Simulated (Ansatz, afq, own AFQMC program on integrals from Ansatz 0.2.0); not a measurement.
AFQMC on a folder of integrals that Ansatz 0.2.0 wrote.

```yaml
crystal:
  periodic: [false, false, false]
  atoms:
    - {symbol: O, position_ang: [0.000000, 0.000000, 0.000000]}
basis:
  gaussian: {orbitals: 6-31G}
magnetization: {spin_polarized: true, initial_magnetization: 2}
correlation: {method: ccsd_t, electrons: outside_noble_gas, hamiltonian_folder: ham}
```

```sh
$ ansatz run in.yaml --threads 1 --pin off --events-out ev --progress --plain --max-ram 24576MiB --backend cuda --devices 0, --max-vram 18GiB
```

afq runs on the folder ham with

```
--method phaseless --trial cisd --walkers 4000 --populations 20 --least-time 60 --time-step 0.005 --steps-per-block 50 --equilibration-blocks 28 --max-blocks 4000 --target-error 0.00015 --factor-cut 1e-05 --start spin_pure --seed 9853 --release-times 0.24,0.51,0.99,1.62,2.4 --release-step 0.03 --release-every 3 --taylor-order 6
```

Times are imaginary, in 1/Eh. The walk had a cap of 122 s. With eight or more populations the least sampling time is a fifth of least-time, and the error comes from their spread.

afq prints:

```
orbitals 8  electrons 4 2  factors 30 of 35
reference energy -74.78030971 Eh
CCSD correlation -0.05785399 Eh in 8 cycles, weight of the determinant in the CISD state 0.9815
energy of the start -74.838160 Eh
 block  time / (1/Eh)  mean weight  energy / Eh
     1     0.250  0.9999  -74.838115
     2     0.500  0.9999  -74.838307
     3     0.750  1.0003  -74.838531
     4     1.000  0.9999  -74.838553
     5     1.250  1.0002  -74.838494
     8     2.000  1.0000  -74.838562
    11     2.750  0.9998  -74.838660
    14     3.500  1.0000  -74.838375
    17     4.250  0.9999  -74.838531
    20     5.000  0.9999  -74.838593
    23     5.750  0.9992  -74.838582
    26     6.500  1.0000  -74.838707
    29     7.250  0.9999  -74.838667
    32     8.000  1.0000  -74.838708
    35     8.750  1.0000  -74.838618
    38     9.500  0.9998  -74.838656
    41    10.250  1.0001  -74.838594
    44    11.000  0.9999  -74.838617
    47    11.750  1.0002  -74.838595
    49    12.250  0.9997  -74.838797
    50    12.500  1.0000  -74.838529
    53    13.250  0.9997  -74.838521
    56    14.000  1.0000  -74.838665
    59    14.750  1.0003  -74.838627
    61    15.250  0.9998  -74.838432
    62    15.500  1.0001  -74.838544
    65    16.250  1.0001  -74.838459
    68    17.000  0.9999  -74.838656
    71    17.750  1.0000  -74.838688
    74    18.500  0.9999  -74.838564
    77    19.250  1.0000  -74.838724
    78    19.500  1.0002  -74.838539
error from the spread of 20 populations
released: time / (1/Eh)  energy / Eh  error  mean overlap
  0.24  -74.838641  0.000048  0.9995
  0.51  -74.838598  0.000010  0.9992
  0.99  -74.838578  0.000008  0.9997
  1.62  -74.838587  0.000017  1.0004
  2.40  -74.838589  0.000016  1.0010
energy -74.838599 +/- 0.000018 Eh
(rows thinned)
```

The run passed its tests (sampling time, drift between the halves within three errors, error under three times the target), which doesn't prove that it has relaxed.

Against this walk (error 0.5 meV) on the same determinant: CCSD(T) 2.7 meV higher, CCSDT(Q) 0.2 meV higher (within the noise), CCSDTQ 0.1 meV higher (within the noise), full CI 0.1 meV higher (within the noise). The error is statistical and leaves out the bias of the constraint. Released to 2.40 1/Eh the energy moves by 0.3 ± 0.7 meV (both errors), within twice the noise.

Cautions: constraint bias not in the error.

The walk took 18 s on 1 × NVIDIA H100 80GB HBM3 with 2 threads of AMD EPYC 7R13 Processor (Zen 3) (shared host) (the card was shared). The log's last line is the phaseless energy.

CCSDT and higher add their correlation energy to the determinant of the CCSD(T) run, since their own runs factorise the integrals more tightly (a shift of under 2 meV). A walk keeps the symmetry of its determinant, which the program's search chose and which needn't be the lowest solution, so a lower state of the same spin and another symmetry isn't excluded.
